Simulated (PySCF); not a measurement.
# Basis-set dependence of population analyses: C3H4

Species: C3H4.
Atom-mapped SMILES: `[CH:1]#[C:2][CH3:3]` (hydrogens: H4 on C1; H5, H6, H7 on C3)

PBE0 throughout (PySCF), one geometry, spherical d and f functions. Isolated species at its PBE0-D3(BJ)/def2-SVP geometry, gas phase. Atoms taken as equivalent share a column and are averaged.

Mulliken charges (e):

| basis | functions | C1 | C2 | C3 | H4 | H5/H6/H7 |
| --- | --- | --- | --- | --- | --- | --- |
| STO-3G | 19 | -0.147 | -0.038 | -0.251 | +0.117 | +0.107 |
| 6-31G | 35 | -0.450 | +0.111 | -0.545 | +0.269 | +0.205 |
| 6-31G* | 50 | -0.474 | +0.258 | -0.651 | +0.229 | +0.213 |
| def2-SVP | 62 | -0.415 | +0.158 | -0.010 | +0.042 | +0.075 |
| 6-311+G(2d,p) | 105 | -0.849 | +1.041 | -0.868 | +0.156 | +0.173 |
| def2-TZVP | 117 | -0.166 | -0.040 | -0.438 | +0.174 | +0.156 |

IAO charges (e):

```tsv
basis	functions	C1	C2	C3	H4	H5/H6/H7
STO-3G	19	-0.176	-0.037	-0.416	+0.159	+0.157
6-31G	35	-0.253	-0.018	-0.451	+0.197	+0.175
6-31G*	50	-0.246	-0.020	-0.431	+0.193	+0.169
def2-SVP	62	-0.248	-0.017	-0.423	+0.189	+0.166
6-311+G(2d,p)	105	-0.267	-0.018	-0.443	+0.202	+0.175
def2-TZVP	117	-0.266	-0.018	-0.441	+0.202	+0.175
```

Hirshfeld charges (e):

| basis | functions | C1 | C2 | C3 | H4 | H5/H6/H7 |
| --- | --- | --- | --- | --- | --- | --- |
| STO-3G | 19 | -0.111 | -0.063 | -0.003 | +0.076 | +0.033 |
| 6-31G | 35 | -0.142 | -0.051 | -0.072 | +0.095 | +0.057 |
| 6-31G* | 50 | -0.142 | -0.053 | -0.072 | +0.096 | +0.057 |
| def2-SVP | 62 | -0.137 | -0.043 | -0.090 | +0.090 | +0.060 |
| 6-311+G(2d,p) | 105 | -0.136 | -0.050 | -0.092 | +0.091 | +0.062 |
| def2-TZVP | 117 | -0.137 | -0.047 | -0.096 | +0.091 | +0.063 |

ESP-fitted charges (e):

```csv
basis,functions,C1,C2,C3,H4,H5/H6/H7
STO-3G,19,-0.415,+0.212,-0.530,+0.234,+0.166
6-31G,35,-0.589,+0.263,-0.531,+0.331,+0.175
6-31G*,50,-0.607,+0.278,-0.556,+0.342,+0.181
def2-SVP,62,-0.602,+0.259,-0.496,+0.337,+0.168
"6-311+G(2d,p)",105,-0.677,+0.323,-0.585,+0.370,+0.190
def2-TZVP,117,-0.672,+0.321,-0.581,+0.366,+0.189
```

Problem. Which scheme is steadiest as the basis changes?

Solution. Largest range over the bases for any column: IAO 0.09 e, Hirshfeld 0.09 e, ESP-fitted 0.26 e, Mulliken 1.08 e. IAO and Hirshfeld charges move least and Mulliken charges most, counted in e. Without the minimal STO-3G basis the ranges are IAO 0.03, Hirshfeld 0.02, ESP-fitted 0.09, Mulliken 1.08 e.

Problem. How much do the charges still move between the two largest bases, 6-311+G(2d,p) and def2-TZVP?

Solution. At most, over all atoms: Mulliken 1.081 e, IAO 0.001 e, Hirshfeld 0.003 e, ESP-fitted 0.005 e.

Problem. What do the same runs give for the total energy, the frontier levels and the dipole moment?

Solution. 
```
        basis  energy (Eh)  HOMO (eV)  LUMO (eV)  μ (D)
       STO-3G    -115.0833      -5.86       5.24   0.57
        6-31G    -116.4762      -7.44       1.92   0.74
       6-31G*    -116.4981      -7.35       1.86   0.70
     def2-SVP    -116.4191      -7.60       1.51   0.79
6-311+G(2d,p)    -116.5371      -7.70       0.42   0.84
    def2-TZVP    -116.5466      -7.68       1.22   0.83
```

The dipole is fixed by the density alone, so its range of 0.27 D shows that the density itself changes with the basis, not only its division among atoms.
